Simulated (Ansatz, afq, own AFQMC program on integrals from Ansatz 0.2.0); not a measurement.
Two steps: Ansatz 0.2.0 writes the Fock matrix and Cholesky factors of the valence space, and afq projects on them the lowest state that overlaps trial and start.

```yaml
crystal:
  periodic: [false, false, false]
  atoms:
    - {symbol: B, position_ang: [0.000000, 0.000000, 0.000000]}
    - {symbol: H, position_ang: [0.000000, 0.000000, 2.020000]}
basis:
  gaussian: {orbitals: cc-pVTZ}
magnetization: {spin_polarized: false}
correlation: {method: ccsd_t, electrons: outside_noble_gas, hamiltonian_folder: ham}
```

```sh
$ ansatz run in.yaml --threads 1 --pin off --events-out ev --progress --plain --max-ram 16896MiB --backend cuda --devices 0, --max-vram 18GiB
```

Options of the walk:

```
--method phaseless --trial hf --walkers 4000 --populations 20 --least-time 40 --time-step 0.005 --steps-per-block 20 --equilibration-blocks 160 --max-blocks 4000 --target-error 0.0012000 --factor-cut 1e-05 --seed 9637 --taylor-order 6
```

Times are imaginary, in 1/Eh. The walk had a cap of 52 s. With eight or more populations the least sampling time is a fifth of least-time, and the error comes from their spread.

Output of the walk:

```
orbitals 43  electrons 2 2  factors 249 of 249
reference energy -25.04574544 Eh
CCSD correlation -0.11246373 Eh in 11 cycles, weight of the determinant in the CISD state 0.8704
energy of the start -25.045745 Eh
 block  time / (1/Eh)  mean weight  energy / Eh
     1     0.100  1.0005  -25.060406
     2     0.200  1.0005  -25.071653
     3     0.300  1.0003  -25.080807
     4     0.400  1.0006  -25.087725
     5     0.500  1.0003  -25.094219
     8     0.800  1.0002  -25.109207
    13     1.300  1.0001  -25.127123
    25     2.500  0.9996  -25.143623
    31     3.100  0.9997  -25.148970
    49     4.900  1.0000  -25.154376
    67     6.700  1.0001  -25.157172
    85     8.500  0.9999  -25.158207
    97     9.700  1.0002  -25.165751
   103    10.300  0.9998  -25.164805
   121    12.100  1.0001  -25.161879
   139    13.900  0.9998  -25.161145
   157    15.700  1.0001  -25.163508
   175    17.500  1.0002  -25.159941
   193    19.300  0.9999  -25.161807
   211    21.100  1.0001  -25.150641
   229    22.900  0.9999  -25.156271
   235    23.500  1.0001  -25.162536
error from the spread of 20 populations
energy -25.156699 +/- 0.000865 Eh
(rows thinned)
```

The run passed its tests (sampling time, drift between the halves within three errors, error under three times the target), which doesn't prove that it has relaxed.

Against this walk (error 23.5 meV) on the same determinant: CCSD(T) 135.0 meV lower, CCSDT(Q) 157.5 meV lower, full CI 157.1 meV lower, a separate phaseless walk with a CISD trial and standard settings 129.8 ± 23.7 meV lower. The error is statistical and leaves out the bias of the constraint. Full CI is exact here, so the walk's 157 meV above it is the walk's own error: the bias of the constraint with this trial.

Cautions: constraint bias not in the error; restricted determinant unstable towards unrestricted (UHF 201 meV lower, ⟨S²⟩ 0.54); strong correlation (T1 0.031, weight of the determinant 0.87, largest double 0.19).

The walk took 29 s on 1 × NVIDIA H100 80GB HBM3 with 2 threads of AMD EPYC 7R13 Processor (Zen 3), with other jobs on the host (the card was shared). The log's last line is the phaseless energy.

CCSDT and higher add their correlation energy to the determinant of the CCSD(T) run, since their own runs factorise the integrals more tightly (a shift of under 2 meV). A walk keeps the symmetry of its determinant, which the program's search chose and which needn't be the lowest solution, so a lower state of the same spin and another symmetry isn't excluded.
